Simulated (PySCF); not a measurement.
**A small calculation by hand: entropy of an ideal gas**

SiCl4, SMILES Cl[Si](Cl)(Cl)Cl.

The structure is a stationary point at ωB97X-D3(BJ)/def2-SVP. The isomer is the one that the SMILES or the coordinates give; other isomers of the formula were not compared.

ωB97X-D3(BJ)/def2-SVP (PySCF) gives the harmonic wavenumbers 146, 146, 218, 218, 218, 434, 654, 654, 654 cm⁻¹ and the rotational temperatures 0.0623, 0.0623, 0.0623 K. The molar mass is 169.88 g/mol, the symmetry number 12, the spin multiplicity 1.

Work out the entropy at 298.15 K and 1 atm in the rigid-rotor, harmonic-oscillator model.


Translation (Sackur–Tetrode at 1 atm): S = R[1.5 ln M + 2.5 ln T − 1.16487] = 172.8 J/(mol K).
Rotation: q = (√π/σ) T^1.5/√(θA θB θC) = 48900, S = R[ln q + 3/2] = 102.2 J/(mol K).
Vibration: with u = 1.4388 ν/T, each mode gives R[u/(e^u − 1) − ln(1 − e^−u)]:
```
ν (cm⁻¹)  modes     u  S (J/(mol K))
--------  -----  ----  -------------
146           2  0.70          22.79
218           3  1.05          24.80
434           1  2.09           3.54
654           3  3.16           4.59
```
These are all the modes. Sum 55.7 J/(mol K).
Spin: R ln 1 = 0.0 J/(mol K).
Total 330.8 J/(mol K); the program's own thermochemistry gives 330.7. Translation makes up 52 % and vibration 17 %. Anharmonicity, hindered rotation and orbital degeneracy are left out.
